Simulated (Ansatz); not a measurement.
Geometry optimisation, RKS BHLYP-D4/def2-mTZVP (Ansatz).

Input file:

```yaml
crystal:
  periodic: [false, false, false]
  atoms:
    - { symbol: Al, position_ang: [-0.011218, 0.242333, 0.007811] }
    - { symbol: F, position_ang: [0.031968, 0.343236, 1.666916] }
    - { symbol: F, position_ang: [1.424934, 0.231557, -0.767979] }
    - { symbol: H, position_ang: [-1.354712, 0.208768, -0.758024] }
    - { symbol: H, position_ang: [0.092795, -2.337942, 0.982719] }
    - { symbol: H, position_ang: [0.064632, -1.771452, 1.404758] }
basis:
  gaussian: { orbitals: def2-mTZVP }
hamiltonian:
  xc: { name: BHLYP }
  dispersion: d4
relax:
  f_tol: 0.03
  max_steps: 50
```

Command:

```bash
$ ansatz run input.yaml --threads 1 --pin off --max-ram 2048MiB --backend cpu --events-out ev --progress --plain --runs-dir out
```

Where does it end, and by what steps?

The forces met the threshold. The force dipped under the threshold on the way, but the program's further checks kept it going. After 10 steps the energy has fallen by 0.111 eV; F2 moved furthest, 0.42 Å.

| step | energy less start (eV) | largest force component (eV/Å) | accepted |
| --- | --- | --- | --- |
| 0 | 0.0000 | 1.064 | yes |
| 1 | -0.0556 | 0.886 | yes |
| 2 | -0.0756 | 0.509 | yes |
| 3 | -0.0830 | 0.403 | yes |
| 4 | -0.1064 | 0.095 | yes |
| 5 | -0.1080 | 0.027 | yes |
| 6 | -0.1074 | 0.321 | no |
| 7 | -0.1095 | 0.026 | yes |
| 8 | -0.1109 | 0.113 | yes |
| 9 | -0.1109 | 0.058 | yes |
| 10 | -0.1114 | 0.005 | yes |

```xyz
6
Properties=species:S:1:pos:R:3
Al -0.024 0.211 0.122
F 0.025 0.760 1.659
F 1.401 -0.041 -0.636
H -1.366 0.071 -0.634
H 0.261 -2.158 0.697
H -0.050 -1.926 1.327
```

Run time: 23 s on 1 thread of Arm Neoverse V1 (shared host), peak memory 0.12 GiB.
